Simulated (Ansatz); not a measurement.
Ansatz (a first-principles code) input (B3LYP-D3(BJ)/def2-TZVP):

Ansatz 0.2 input:
```yaml
crystal:
  periodic: [false, false, false]
  atoms:
    - {symbol: O, position_ang: [0.01750809, 0.66361460, 0.01429761]}
    - {symbol: O, position_ang: [0.00365214, -0.62587669, -0.03890916]}
    - {symbol: H, position_ang: [0.96198319, 1.00547707, -0.03360581]}
    - {symbol: H, position_ang: [-0.94064366, -0.96771970, 0.00908129]}
basis:
  gaussian:
    orbitals: def2-TZVP
hamiltonian:
  xc: b3lyp
  dispersion: d3bj
total_charge: 1
magnetization: {spin_polarized: true, initial_magnetization: 1}
relax: {f_tol: 0.002, max_steps: 150}
```

End of the output:

```
reference -4115.27541830 eV, -151.2335821887 hartree; 9, 8 occupied and 65, 66 virtual orbitals, 390 factors
relax step   5: F+E_penalty+E_count = -4115.31160858 eV  Δ(F+E_penalty+E_count) = -6.427e-6 eV  max|allowed force component| = 7.426e-4 eV/Å  Δτ_max = 0.0003 Å  (34 SCF iters, accepted)
integrals: 0.01 GiB planned
390 factors; their error is unknown
mean field: 0.17 GiB planned
mean field evaluation 64: about -4115.2753 eV, gradient 1.4e-5 eV
mean field -4115.27529929 eV, -151.2335778150 hartree, gradient 1.7e-5 eV, S^2 0.754043; 1 other end points of the search recorded, 0 dependent functions left out
the calculation of the forces begins
reference -4115.27541830 eV, -151.2335821887 hartree; 9, 8 occupied and 65, 66 virtual orbitals, 390 factors
Total energy: -4115.31172760 eV, -151.2349165308 hartree
Atom 0 at    -0.013805     0.671868     0.016737 Å, force     0.000133    -0.000741    -0.000058 eV/Å
Atom 1 at     0.035055    -0.634121    -0.041299 Å, force    -0.000133     0.000742     0.000022 eV/Å
Atom 2 at     0.940221     0.961663    -0.034037 Å, force    -0.000524    -0.000458     0.000033 eV/Å
Atom 3 at    -0.918972    -0.923915     0.009462 Å, force     0.000523     0.000457     0.000003 eV/Å
Dipole moment:    -0.000000    -0.000000    -0.000005 e Å
```
